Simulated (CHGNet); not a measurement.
## Rock-salt SnTe (cubic form, which distorts at low temperature)

Computed with the machine-learned potential CHGNet-r²SCAN (trained on r²SCAN data).

Cell (relaxed at this level):

```yaml
crystal:
  lattice:
    - [0.00000, 3.18026, 3.18026]
    - [3.18026, 0.00000, 3.18026]
    - [3.18026, 3.18026, 0.00000]
  atoms:
    - { symbol: Sn, position: [0.00000, 0.00000, 0.00000] }
    - { symbol: Te, position: [0.50000, 0.50000, 0.50000] }
```

| Property | Value |
|---|---|
| lattice parameter a | 6.361 Å |
| volume per atom | 32.17 Å³/atom |

Measured, for comparison: lattice constant a 6.316 Å, equilibrium volume per atom 31.50 Å³/atom (room temperature, not corrected to a static lattice; as tabulated in Maiti et al. (2022), arXiv:2109.01420). Computed (rounded) less measured: lattice constant a +0.7 %, equilibrium volume per atom +2.1 %.

A machine-learned potential is trained on density-functional data: it inherits that level's misses and adds fitting errors of its own.

Note: negative: at this level the crystal gains energy by rearranging, so this bulk phase is not the stable one; the model gives imaginary modes for this phase (in the spectrum interpolated from a supercell); the model's elastic tensor is not positive definite here.
